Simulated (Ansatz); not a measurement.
# How far each method lies from UCCSDT(Q) for HGa–AsH$_{2}$, doublet

Geometry: displaced at random from a stationary point.

```yaml
atoms:
  - { symbol: Ga, position_ang: [-0.0188, 0.0611, 1.2832] }
  - { symbol: As, position_ang: [0.0441, -0.0458, -1.1863] }
  - { symbol: H, position_ang: [0.1076, -1.2954, 2.0105] }
  - { symbol: H, position_ang: [-1.3216, -0.8302, -1.1783] }
  - { symbol: H, position_ang: [-0.7625, 1.3010, -1.4199] }
```

Basis cc-pVDZ; Ansatz 0.2.0. Correlated methods freeze the noble-gas cores and the filled d shells of p-block atoms, which leaves 11 electrons in 41 orbitals. R marks a restricted (for open shells ROHF) determinant, U an unrestricted one. No spin–orbit coupling is included, and no scalar relativity.

Full CI isn't at hand for all of this; UCCSDT(Q) serves as the reference, and is uncertain by about the last step of the cluster series. The frozen core follows each run's orbitals, which can shift R against U totals by a few meV for light atoms and by up to 0.1 eV past Ca.

* UHF ⟨S²⟩: 0.760
* T1 diagnostic (RCCSD): 0.0223
* largest doubles amplitude (RCCSD): 0.049
* T1 diagnostic (UCCSD): 0.0174

| level | E − E(UCCSDT(Q)) (kJ/mol) | share of correlation (%) | wall time |
| --- | --- | --- | --- |
| UHF | 537.9 | 0.95 | – |
| UMP2 | 112.8 | 79.23 | – |
| UCCSD | 18.6 | 96.57 | – |
| UCCSD(T) | 3.6 | 99.33 | 30 s |
| UCCSDT | 0.9 | 99.84 | – |

The correlation energy at UCCSDT(Q), counted from RHF, is -5.628 eV. That run took 1.7 min on 1 thread of Intel Xeon, shared host.

Run but not shown, since their state or frozen core can't be matched to the reference's or they repeat it: RHF, RMP2, RCCSD, RCCSD(T), BCCD(T), RCCSDT, RCCSDT(Q).

Times hold each run's SCF and search for its determinant on a shared host, so for small cases they say little of a method's own cost; they ran on 1 thread of Intel Xeon.
